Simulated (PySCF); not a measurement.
This PySCF input (B3LYP/6-31G**) gives -1.17856 Eh with 10 basis functions.

```python
import numpy as np, basis_set_exchange as bse
from pyscf import gto, scf, dft, df

basis = {'H': gto.basis.parse(bse.get_basis('6-31G**', elements=['H'], fmt='nwchem'))}
mol = gto.M(
    atom='''
    H    -0.00000000   -0.00000000   -0.37201156
    H     0.00000000    0.00000000    0.37201156
    ''',
    basis=basis,
    charge=0,
    verbose=4,
    max_memory=8640,
)
mf = dft.RKS(mol, xc='b3lyp')
mf.grids.level = 3
mf = mf.density_fit(auxbasis=df.autoaux(mol))
mf.conv_tol = 1e-9
mf.max_cycle = 100
print('smallest overlap eigenvalue', np.linalg.eigvalsh(mol.intor('int1e_ovlp'))[0])
mf.kernel()
dip = mf.dip_moment()
```

Change:
```diff
- basis = {'H': gto.basis.parse(bse.get_basis('6-31G**', elements=['H'], fmt='nwchem'))}
+ basis = {'H': gto.basis.parse(bse.get_basis('pcseg-1', elements=['H'], fmt='nwchem'))}
```

Task: What does the run give now?

Result: -1.17603 Eh (B3LYP/pcseg-1, 10 functions), a change of +2.53 mEh.
